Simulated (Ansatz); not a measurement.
# Mg$_{2}$FeH$_{6}$: computed properties

Theory: Ansatz 0.2.0, DFT LDA, scalar-relativistic, plane waves, PAW.

Plane waves to 420 eV, a k mesh through Γ of 8×8×8 on the computed 9-atom cell and Gaussian smearing (0.02 eV); no spin polarisation.

The structure is relaxed at this level of theory with its symmetry kept. Whether it is the stable form of this composition wasn't checked.

```cif
data_structure
_symmetry_space_group_name_H-M 'Fm-3m'
_symmetry_Int_Tables_number 225
_cell_length_a 6.2789
_cell_length_b 6.2789
_cell_length_c 6.2789
_cell_angle_alpha 90.000
_cell_angle_beta 90.000
_cell_angle_gamma 90.000
_cell_volume 247.54
loop_
_atom_site_label
_atom_site_type_symbol
_atom_site_symmetry_multiplicity
_atom_site_Wyckoff_symbol
_atom_site_fract_x
_atom_site_fract_y
_atom_site_fract_z
_atom_site_occupancy
Mg1 Mg 8 c 0.25000 0.75000 0.75000 1
Fe1 Fe 4 a 0.00000 0.00000 0.00000 1
H1 H 24 e 0.24516 0.00000 0.00000 1
```

| Item | Value |
| --- | --- |
| Space group | Fm-3m (No. 225) |
| Volume per atom | 6.88 Å³ |
| Formation energy from the elements' standard states (uncorrected) | -0.498 eV/atom |
| Kohn–Sham band gap | 1.79 eV, indirect from W to X |
| Löwdin character of the top 1 eV of the valence band | Fe 3d 89 %, unprojected 4 % |
| Löwdin character of the lowest 1 eV of the conduction band | Fe 3d 46 %, H 1s 35 %, unprojected 12 % (semilocal functionals without a Hubbard U place empty 3d levels too low) |
| Electron masses at the edge by Cartesian direction of the standard setting (m_e; degenerate bands sorted by energy; no spin-orbit coupling) | x: 2.9; y: 0.62; z: 0.62 |
| Hole masses at the edge by Cartesian direction of the standard setting (m_e; degenerate bands sorted by energy; no spin-orbit coupling) | x: 5.1; y: over 30; z: 5.1 |
| Bulk modulus | 89 GPa |
| Its pressure derivative | 3.9 |
| Electronic dielectric constant xx, yy, zz of the standard setting (independent particles) | 6.2, 6.2, 6.2 |
| Bader charges (e) | Mg (2 in the cell) 1.62, Fe (1 in the cell) -0.23, H (6 in the cell) -0.50 |

A ferromagnetic start lost its moments in a first run, so spin was left out; other magnetic orders weren't tried.

Cost: 12 runs of about 8 core-minutes in all, on Intel Xeon Processor @ 2.50GHz (Skylake/Cascade Lake) (shared hosts).